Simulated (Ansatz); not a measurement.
Total energies of AlH2(NH2) (AlNH4) from Ansatz at PBE-D4/def2-TZVP, gas phase (1 Eh = 27.2114 eV = 2625.5 kJ/mol). The reference geometry is relaxed at r2SCAN-D4/def2-TZVP.

| state | geometry | energy (Eh) |
| --- | --- | --- |
| charge 0 singlet | reference | -299.42595 |
| charge 1 doublet | reference | -299.06348 |
| charge 1 doublet | relaxed at r2SCAN-D4/def2-TZVP | -299.08278 |
| free Al atom (doublet) | – | -242.22759 |
| free H atom (doublet) | – | -0.49962 |
| free N atom (quartet) | – | -54.53214 |

Q: Work out the vertical ionisation energy to the doublet.

A: E(charge 1 doublet) − E(charge 0 singlet) = -299.06348 − (-299.42595) = 0.36247 Eh = 9.86 eV. For comparison, −ε of the highest occupied level is 6.22 eV at this level, 3.64 eV less.

Q: How much does the charge 1 doublet relax, and what is the adiabatic ionisation energy?

A: Relaxation: -299.06348 − (-299.08278) = 0.01930 Eh = 0.53 eV. Adiabatic ionisation energy: 0.34317 Eh = 9.34 eV, without zero-point energy. 

Q: What is the binding energy per atom against free atoms?

A: Atoms: 1 × (-242.22759) + 4 × (-0.49962) + 1 × (-54.53214) = -298.75821 Eh. Binding: -298.75821 − (-299.42595) = 0.66774 Eh = 18.17 eV, or 3.03 eV for each of 6 atoms (no zero-point energy, no counterpoise term).

At PBE-D4/def2-TZVP the gap within one spin of the charge 1 doublet nearly closes, so an electron or hole may be smeared out by delocalisation error.
